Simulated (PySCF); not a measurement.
## How methods differ on the ionisation energy of Si

Si [Ne] 3s2 3p2 (3P) → Si⁺ [Ne] 3s2 3p1 (2P), as a difference of total energies. All numbers are calculated (PySCF 2.14, the spin-free X2C one-electron Hamiltonian (Gaussian nucleus), in x2c-TZVPPall (5s5p3d1f, 42 functions)). Correlated levels: valence and next inner shell: 1s2 frozen. The calculations carry no spin-orbit coupling.

```
                                method  ionisation energy (eV)  error (eV)
                                   UHF                   7.629      -0.528
    MP2 (valence and next inner shell)                   8.023      -0.134
SCS-MP2 (valence and next inner shell)                   7.939      -0.218
   CCSD (valence and next inner shell)                   8.052      -0.105
CCSD(T) (valence and next inner shell)                   8.087      -0.070
```

Reference: 8.157 eV (measured; NIST levels, between the centres of gravity of the two terms).

Errors of the correlated levels include the incompleteness of this basis and the frozen core.
